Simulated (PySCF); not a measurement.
# Accurate constants of SH−, step by step

An exercise on one series of results from a longer session: the logs are not shown, and one member is left open.

Computed with PySCF 2.14.0. Level: CCSD(T) on RHF, no relativity in the base curves; scalar relativity is added as a correction.

2 further runs of the same task are left out: 2 set aside as unsound or not needed.

The first run:

* molecule: SH−
* state: singlet, unpaired electrons none
* smaller basis: H aug-cc-pVTZ, S aug-cc-pV(T+d)Z
* larger basis: H aug-cc-pVQZ, S aug-cc-pV(Q+d)Z
* frozen core orbitals: 5
* extrapolation: correlation as n⁻³ (n = 3, 4), Hartree–Fock as (n+1)·exp(−9√n)
* corrections: core–valence correlation, scalar relativity
* distances (Å): 1.1971, 1.2516, 1.3060, 1.3604, 1.4148, 1.4828, 1.5508
* masses (u): 1.0078, 31.9721
* dissociation limit: H + S−

The run is started by

```console
> OMP_NUM_THREADS=4 python comp.py task.json out
```

One of the session's tables, all rows but one given; the rest of the session is left out.

| level | Re (Å) | ωe (cm⁻¹) | ωexe (cm⁻¹) | αe (cm⁻¹) | De (eV) |
| --- | --- | --- | --- | --- | --- |
| CCSD(T)/aug-cc-pVTZ(-PP) | 1.3464 | 2642.1 | 52.8 | 0.295 | 3.991 |
| CCSD(T)/aug-cc-pVQZ(-PP) | 1.3454 | 2650.6 | 52.4 | 0.294 | 4.030 |
| HF/CBS | 1.3327 | 2783.3 | 47.7 | 0.271 | 2.832 |
| MP2/CBS | ? | ? | ? | ? | ? |
| CCSD/CBS | 1.3423 | 2678.3 | 51.1 | 0.289 | 3.989 |
| CCSD(T)/CBS | 1.3452 | 2654.2 | 51.9 | 0.292 | 4.054 |
| CCSD(T)/CBS+CV | 1.3434 | 2658.9 | 52.0 | 0.293 | 4.062 |
| CCSD(T)/CBS+CV+SR | 1.3436 | 2653.9 | 52.0 | 0.294 | 4.055 |

Q: Estimate the row for MP2/CBS from the others.

**Answer.** Re (Å): 1.3386; ωe (cm⁻¹): 2728.3; ωexe (cm⁻¹): 46.4; αe (cm⁻¹): 0.272; De (eV): 4.077. In the column «Re (Å)» it lies between HF/CBS (1.3327) and CCSD/CBS (1.3423).

What this shows: The last step gives Re = 1.3436 Å, ωe = 2653.9 cm⁻¹ and De = 4.055 eV; the smaller basis alone is off from it by +2.8 mÅ and -0.06 eV. Near the minimum the mean field binds by 2.82 eV and correlation adds 1.23 eV of binding. T1 is 0.010. Spin–orbit coupling and excitations beyond (T) are left out.
